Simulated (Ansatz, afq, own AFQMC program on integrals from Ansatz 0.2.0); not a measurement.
Where AFQMC and coupled cluster stand for BeNH₂, quartet

```xyz
4

N     0.0000   -0.0640    0.6373
Be    0.0000   -0.1312   -1.0356
H     0.0000    0.7431    1.2673
H     0.0000    1.3195   -0.8635
```

Connectivity, by distances: NH–BeH.

Basis cc-pVDZ. Only valence electrons are correlated. Integrals, coupled cluster, full CI and functionals: Ansatz 0.2.0; the random walks run on the same integrals in our own AFQMC program. ph-AFQMC/CISD is guided by a CISD state made of CCSD amplitudes; releasing the constraint for a short imaginary time cuts its bias at the price of noise, slowly where states lie close. ± is one standard error of the sampling.

Determinant: UHF, the one that the program's search chose, which needn't be the lowest solution. The geometry is a point of a scan.

No full CI on the walks' own integrals is used here; CCSDT(Q) serves as the reference and is uncertain by about the last step of the cluster series.

Cautions: lower spins were not checked.

The T1 diagnostic is 0.0348 and the weight of the determinant in the CISD state is 0.900. The ⟨S²⟩ of the determinant is 3.774 and the size of the correlated space is 9 electrons in 36 orbitals.

Reference: CCSDT(Q), correlation energy -5.024 eV. The released energy is read at 1.62 1/Eh, later times being too noisy (meV from the phaseless value at times in 1/Eh: -12 ± 9 at 0.24, -4 ± 10 at 0.51, -2 ± 13 at 0.99, -11 ± 11 at 1.62, 4 ± 19 at 2.40).

| level | E − E(reference) (kcal/mol) | share of correlation (%) |
| --- | --- | --- |
| HF | 115.86 | 0.00 |
| MP2 | 23.01 | 80.14 |
| CCSD | 3.42 | 97.05 |
| CCSD(T) | 0.78 | 99.32 |
| CCSDT | 0.17 | 99.85 |
| ph-AFQMC/CISD | 0.07 ± 0.20 | 99.94 |
| released AFQMC | -0.18 ± 0.25 | 100.16 |

A walk keeps the symmetry of its determinant, which the program's search chose and which needn't be the lowest solution, so a lower state of the same spin and another symmetry isn't excluded. Released energies are given only where the last usable release times agree within the noise; a slower fall can still hide under it.
